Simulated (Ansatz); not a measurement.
**SiH₅S+: one structure at several levels**

An exercise on one series of results from a longer session: the logs are not shown, and one member is left open.

Method: single points in def2-TZVPP; program: Ansatz 0.2.0, Gaussian basis.

Correlated methods freeze the cores.

## The system as given

7 atoms, charge 1, spin multiplicity 1.

Atoms are counted from 1 here; the program's logs count them from 0.

Bond lengths: Si1–H3 1.516 Å, Si1–H4 1.597 Å, Si1–H5 1.426 Å, S2–H6 1.001 Å, S2–H7 1.458 Å. Angles: H3–Si1–H4 116.9°, H3–Si1–H5 108.5°, H4–Si1–H5 134.0°, H6–S2–H7 92.4°.

Geometry (Å):

```xyz
7
charge 1, multiplicity 1
Si   -0.9384   -0.4346   -0.4545
S     1.0445    1.0319    0.1463
H    -0.7807   -1.3606    0.7351
H    -0.1563   -0.8323   -1.7883
H    -1.9360    0.5356   -0.1435
H     0.8893    1.0530    1.1353
H     2.0947    0.0283    0.2698
```

The first run:

run/in.yaml

```yaml
crystal:
  periodic: [false, false, false]
  atoms:
    - {symbol: Si, position_ang: [-0.938400, -0.434600, -0.454500]}
    - {symbol: S, position_ang: [1.044500, 1.031900, 0.146300]}
    - {symbol: H, position_ang: [-0.780700, -1.360600, 0.735100]}
    - {symbol: H, position_ang: [-0.156300, -0.832300, -1.788300]}
    - {symbol: H, position_ang: [-1.936000, 0.535600, -0.143500]}
    - {symbol: H, position_ang: [0.889300, 1.053000, 1.135300]}
    - {symbol: H, position_ang: [2.094700, 0.028300, 0.269800]}
basis:
  gaussian: {orbitals: def2-TZVPP}
total_charge: 1
correlation: {method: ccsd_t}
output: {forces: true}
```

No record of the launch command was kept for these runs.

Among the steps run: CCSD(T)/def2-TZVPP; PBE0-D4/def2-TZVPP; wB97M-V/def2-TZVPP; r2SCAN-D4/def2-TZVPP; PBE-D4/def2-TZVPP; wB97X-V/def2-TZVPP; r2SCANh-D4/def2-TZVPP.

One of the session's tables, all rows but one given; the rest of the session is left out.

```
    method  RMS force component (eV/Å)  angle to CCSD(T) forces (°)
   CCSD(T)                       7.393                    reference
   PBE0-D4                       7.430                          0.4
   wB97M-V                       7.349                          0.3
 r2SCAN-D4                       7.406                          0.5
    PBE-D4                       7.450                          1.4
   wB97X-V                       7.431                          0.3
r2SCANh-D4                           ?                            ?
```

**Question.** Estimate the row for r2SCANh-D4.

**Answer.** RMS force component (eV/Å): 7.401; angle to CCSD(T) forces (°): 0.2. In the column «RMS force component (eV/Å)» it lies between CCSD(T) (7.393) and r2SCAN-D4 (7.406).
